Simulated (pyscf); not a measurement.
# Elimination: H₃C–O–AlH₂ → methane (CH₄) + O=AlH

Gas phase, singlet surface, charge 0. Bonds broken: C1–O2, Al3–H7. Bonds formed: C1–H7. Structures and frequencies: ωB97X-D3(BJ)/def2-SVP in PySCF. Correlated levels are frozen-core, on RHF or UHF. ΔMP2 is the change of the MP2 total energy from the triple- to the quadruple-zeta basis.

Transition state (Å):

```xyz
8

C     -0.9526     0.9260     0.0987
O     -1.8300    -0.9546    -0.3228
Al    -0.3740    -1.2544    -1.0259
H     -1.4533     0.5979     1.0115
H     -1.6164     1.4099    -0.6193
H     -0.0566     1.5216     0.3154
H      0.1519     0.3113    -0.9275
H      0.6219    -2.3652    -1.5532
```

One imaginary mode, 1289i cm⁻¹; descent along it reached the two sides named.

```json
[
 {"bond": "C1–O2", "change": "breaks", "reactant side (Å)": "1.397", "saddle": "2.118", "product side": "3.5"},
 {"bond": "Al3–H7", "change": "breaks", "reactant side (Å)": "1.586", "saddle": "1.655", "product side": "2.6"},
 {"bond": "C1–H7", "change": "forms", "reactant side (Å)": "3.5", "saddle": "1.628", "product side": "1.104"}
]
```

Electronic energies relative to the reactant's lowest minimum found (kcal/mol):

```
level                             barrier  reaction energy  reverse barrier
--------------------------------  -------  ---------------  ---------------
ωB97X-D3(BJ)/def2-TZVP               95.0            +33.5             61.5
PBE/def2-TZVP                        79.6            +24.0             55.7
r²SCAN/def2-TZVP                     85.2            +28.3             56.9
B3LYP-D3(BJ)/def2-TZVP               88.4            +28.8             59.5
PBE0-D3(BJ)/def2-TZVP                90.6            +32.0             58.5
M06-2X/def2-TZVP                     95.7            +33.8             61.9
ωB97M-D3(BJ)/def2-TZVP               92.5            +30.1             62.4
HF/def2-TZVP                        115.8            +41.8             74.0
MP2/def2-QZVPP                       91.4            +23.7             67.7
CCSD/def2-TZVPP                      97.9            +31.0             66.9
CCSD(T)/def2-TZVPP                   91.6            +27.9             63.7
CCSD(T)/def2-TZVPP + ΔMP2(QZVPP)     91.1            +27.8             63.3
```

With CCSD(T)/def2-TZVPP + ΔMP2(QZVPP) energies and thermal terms (ideal gas, 1 atm, RRHO with modes under 100 cm⁻¹ raised to 100, one conformer, R ln 2 for rigid chiral ones), in kcal/mol:

```tsv
T (K)	ΔH‡	ΔG‡	ΔH	ΔG
298	88.8	89.0	+27.6	+19.8
600	88.8	89.3	+27.3	+12.0
900	88.6	89.5	+26.5	+4.5
1200	88.2	89.9	+25.5	-2.7
```

The same reactants have a lower exit, to H₃C–O–Al [singlet] + H₂ (barrier +81.2 kcal/mol at ωB97M-D3(BJ), against +92.5 kcal/mol here). H₃C–O–AlH₂ lies 24.5 kcal/mol over its isomer H₃C–AlH–OH, and others may lie lower still (electronic energy, ωB97M-D3(BJ)). O=AlH lies 43.9 kcal/mol over its isomer HO–Al [singlet], and others may lie lower still (electronic energy, ωB97M-D3(BJ)). This is the saddle that the search found; another between the same sides may lie lower. The CCSD(T) − MP2 part came from Ansatz, without density fitting, on the same reference. The largest closed-shell T1 diagnostic is 0.032, which may signal static correlation.
